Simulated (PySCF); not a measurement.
# Computed properties of propene (C₃H₆), SMILES C=CC

propene (C₃H₆), SMILES C=CC. Coordinates come from a ωB97X-D3(BJ)/def2-TZVP optimisation. One conformer was computed; it need not be the lowest. All values are computed for the isolated molecule unless a solvent is named; none is compared with measurement here.

**Structure.** The optimised structure has Cs symmetry. All 21 harmonic modes at ωB97X-D3(BJ)/def2-TZVP (PySCF) are real, so it is a minimum. With heavy atoms numbered as in [CH3:1][CH:2]=[CH2:3], the shortest bond between them is C2–C3 at 1.326 Å and the longest C1–C2 at 1.500 Å.

**Vibrations.** The strongest infrared lines (harmonic, unscaled, degenerate partners summed) lie at 968 cm⁻¹ (51 km/mol, H 75 %, C 25 %), 3054 cm⁻¹ (23 km/mol, H 97 %), 3154 cm⁻¹ (23 km/mol, H 94 %). The softest mode is at 201 cm⁻¹ and the zero-point energy is 50.4 kcal/mol.

**Electronic structure.** HF/def2-TZVPD (PySCF) places the frontier levels at -9.81 and 2.14 eV, a gap of 11.95 eV, and gives a dipole moment of 0.41 D and a mean polarisability of 39.3 bohr³. PBE/def2-TZVPD (PySCF) at the same geometry gives -6.27 and -0.66 eV, so its gap is 6.34 eV narrower. An orbital gap is neither the optical nor the fundamental gap.

**Excitations.** TDA-ωB97X/def2-SVPD (PySCF) has S1 at 7.73 eV (160 nm, f = 0.041, weak); the most intense of the 10 singlets computed lies at 8.08 eV (f = 0.58). T1 (TDA) is at 4.55 eV, 3.18 eV under S1. TDA-PBE/def2-SVPD (PySCF) puts S1 at 6.68 eV. No vertical singlet excitation falls in the visible range (under 3.1 eV).

**NMR.** GIAO shifts at KT2/pcSseg-1 (PySCF) (non-relativistic, atoms alike by connectivity averaged): ¹³C from 24.1 to 134.0 ppm against TMS; ¹H from 1.8 to 5.9 ppm against TMS.

**Solvation.** SMD-B3LYP/def2-SVP (PySCF) gives 1.6 kcal/mol in water, -1.6 kcal/mol in acetonitrile, -1.2 kcal/mol in ethanol (1 M in both phases, gas-phase geometry); of these solvents acetonitrile holds the molecule best.
